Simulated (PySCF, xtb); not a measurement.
C3H7Cl, SMILES CCCCl. One conformer was computed; it need not be the lowest.

Harmonic wavenumbers (cm⁻¹) from GFN2-xTB in xtb at its own minimum, in rising order: 119, 205, 285, 416, 665, 819, 882, 937, 1068, 1075, 1117, 1196, 1239, 1268, 1339, 1414, 1438, 1474, 1498, 1500, 2966, 2979, 2984, 2994, 3036, 3045, 3050.

**Question.** What does PySCF with PBE-D3(BJ)/def2-SVP give at its own minimum? (The exact figures need the calculation; the answer reports its results.)

**Answer.** 144, 217, 295, 416, 648, 770, 847, 884, 1017, 1041, 1079, 1185, 1227, 1271, 1320, 1351, 1398, 1405, 1421, 1431, 2963, 2973, 3002, 3018, 3060, 3073, 3075. Paired by order, the mean absolute difference is 30 cm⁻¹ and the zero-point energies are 58.6 and 57.9 kcal/mol.
